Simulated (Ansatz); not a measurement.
C2H4O2, charge +1, sextet, geometry from GFN2-xTB of the parent state (a state made from the parent by changing its charge; the spin is typed, not shown lowest); B3LYP/def2-SV(P) (Ansatz, a first-principles code).

Ansatz was given this input:
Ansatz 0.2 input:
```yaml
crystal:
  periodic: [false, false, false]
  atoms:
    - {symbol: C, position_ang: [-1.42721550, -0.34477446, -0.06284575]}
    - {symbol: O, position_ang: [-0.10832509, -0.80332889, 0.05979256]}
    - {symbol: C, position_ang: [0.88366296, 0.03530489, -0.04001311]}
    - {symbol: O, position_ang: [0.96130834, 1.20784457, 0.09580546]}
    - {symbol: H, position_ang: [-1.80525534, -0.41698392, -1.09967017]}
    - {symbol: H, position_ang: [-2.03450360, -1.08161068, 0.49162085]}
    - {symbol: H, position_ang: [-1.53507051, 0.69186288, 0.28101196]}
    - {symbol: H, position_ang: [1.81227857, -0.57257630, -0.30059372]}
basis:
  gaussian:
    orbitals: def2-SV_P_.json
hamiltonian:
  xc: b3lyp
total_charge: 1
magnetization: {spin_polarized: false, initial_magnetization: 5}
```
The basis file holds def2-SV(P) in the JSON format of the Basis Set Exchange.

The log (banner, timings and long lists left out):

```
Functional definition: B3LYP
677 factors; integrals over basis functions are off by at most 1.1e-3 eV
mean field evaluation 1: about -6189.8340 eV, gradient 5.8e1 eV
mean field evaluation 2: about -6190.1426 eV, gradient 5.8e1 eV
mean field evaluation 4: about -6183.5710 eV, gradient 5.3e1 eV
mean field evaluation 8: about -6200.0517 eV, gradient 3.4e0 eV
mean field evaluation 16: about -6200.1297 eV, gradient 9.6e-2 eV
mean field evaluation 32: about -6200.1298 eV, gradient 2.5e-5 eV
mean field evaluation 64: about -6186.2334 eV, gradient 3.9e1 eV
mean field evaluation 96: about -6200.0650 eV, gradient 1.6e0 eV
mean field -6200.12982109 eV, -227.8505683262 hartree, gradient 2.5e-5 eV, S^2 8.750000; 6 other end points of the search recorded, 0 dependent functions left out
reference -6200.13002419 eV, -227.8505757900 hartree; 18, 13 occupied and 46, 51 virtual orbitals, 677 factors
Total energy: -6200.13002419 eV, -227.8505757900 hartree
```
